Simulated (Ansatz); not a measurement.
Pulling the pair apart

The pair of CH4 (SMILES C, atoms 1–5) and CH3Cl (SMILES CCl, atoms 6–10), both closed shells, in one local arrangement (a lower one may exist), relaxed at PBE0-D4/def2-TZVP:

```
atom    x (Å)    y (Å)    z (Å)
  C1  -0.0295  -0.1367  -1.9168
  H2  -0.8102   0.1816  -1.2264
  H3   0.8311   0.5268  -1.8291
  H4  -0.4095  -0.0980  -2.9373
  H5   0.2715  -1.1584  -1.6845
  C6   0.1684   0.0924   1.9368
 Cl7  -1.5081   0.6293   1.7194
  H8   0.6021  -0.0905   0.9565
  H9   0.1659  -0.8214   2.5264
 H10   0.7184   0.8747   2.4547
```

CH3Cl is shifted rigidly along the line between the mean atom positions of the two fragments (negative: closer). Counterpoise interaction energies in kcal/mol. Ansatz 0.2.0; basis: def2-TZVPPD; cores frozen in the correlated methods. B3LYP uses VWN-RPA correlation.

| shift (Å) | B3LYP-D4 | MP2 | HF |
| --- | --- | --- | --- |
| -0.40 | -0.19 | -0.18 | 2.44 |
| -0.20 | -0.78 | -0.74 | 1.14 |
| 0.00 | -0.92 | -0.88 | 0.48 |
| 0.20 | -0.85 | -0.83 | 0.16 |
| 0.48 | -0.66 | -0.67 | -0.01 |
| 1.00 | -0.35 | -0.38 | -0.07 |
| 2.00 | -0.11 | -0.13 | -0.03 |
| 4.00 | -0.03 | -0.02 | -0.01 |

**Question.** What does CCSD(T) give at these shifts? (To be estimated.)

**Answer.** By the calculation: -0.08, -0.69, -0.85, -0.81, -0.66, -0.37, -0.12, -0.02 kcal/mol. For zero shift, CCSD(T) at an estimated basis limit (MP2 extrapolated from triple and quadruple zeta, plus CCSD(T) − MP2 in triple zeta) gives -1.01 kcal/mol. These are counterpoise interaction energies, counted from the two frozen fragments.

No T1 diagnostic of these runs exceeds 0.008.

For scale, one of the runs: CCSD(T)/def2-TZVPPD, 244 basis functions, launched by `ansatz run in.yaml --threads 4 --pin off --events-out ev --progress --plain --max-ram 9574MiB`. Hardware: 4 CPU threads of an Intel Xeon Platinum 8488C, shared host. Wall time 51 s; peak host memory 4.8 GiB.
